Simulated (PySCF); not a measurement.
**Converging SiC⁺ in the basis (r²SCAN)**

PySCF, UKS reference; quartet, unpaired electrons σ ↑, π ↑↑; De to Si⁺ + C without counterpoise correction.

```csv
basis,relativity,functions,Re (Å),ωe (cm⁻¹),De (eV),μ (D)
def2-SVP,no relativity,32,1.831,829,3.90,-0.98
"6-311G(d,p)",no relativity,44,1.826,824,3.85,-0.96
def2-TZVPPD,no relativity,85,1.823,825,3.99,-0.92
```

(1) How does each smaller set differ from the one with most functions, def2-TZVPPD?

A positive dipole points towards C; it is taken about the centre of mass and depends on that origin. For an ion De counts to the pair picked by the measured ionisation energies or electron affinities, which need not be the lowest pair at this level. The state is the lowest determinant that a PBE0 search found; another state may lie lower at other levels.

Answers

(1) def2-SVP: +0.8 pm, +0.5 % in ωe, -0.09 eV in De; 6-311G(d,p): +0.3 pm, -0.1 % in ωe, -0.14 eV in De. All at r²SCAN; the set with most functions is neither the basis-set limit nor always the best.
